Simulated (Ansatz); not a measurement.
Consider the formal exchange of groups at a C–F bond: `FCOC(F)F` + CH₄ → `CCOC(F)F` + H–F.

Computed with Ansatz on PBE0-D4/def2-TZVP structures; ΔE is electronic, products minus reactants. CCSD(T)/CBS adds triple-zeta CCSD(T) − MP2 to the extrapolated MP2 energy (def2 sets, frozen cores). This one scheme is used for every species. DFT in def2-TZVPP. One conformer a species, not always the lowest.

| level | ΔE (kJ/mol) |
| --- | --- |
| revPBE | -8.6 |
| RPA@PBE/def2-TZVPP | -16.1 |

Question: What does CCSD(T)/CBS give? (An estimate is asked.)

Answer: Computed: -26.3 kJ/mol. The listed levels differ from it by 17.7, 10.2 kJ/mol.

Largest T1 diagnostic among the species: 0.012.

From BLYP to BHLYP (50 % exact exchange), in def2-TZVPP and without D4, ΔE moves by −6.2 kJ/mol. The D4 term adds −4.5 kJ/mol with B3LYP and −2.6 kJ/mol with PBE0; it sums over pairs of atoms, weighted by their polarisabilities, and B3LYP, whose exchange is more repulsive, gets the larger term.

B3LYP here is the variant with VWN-RPA as its local correlation; programs differ in this.
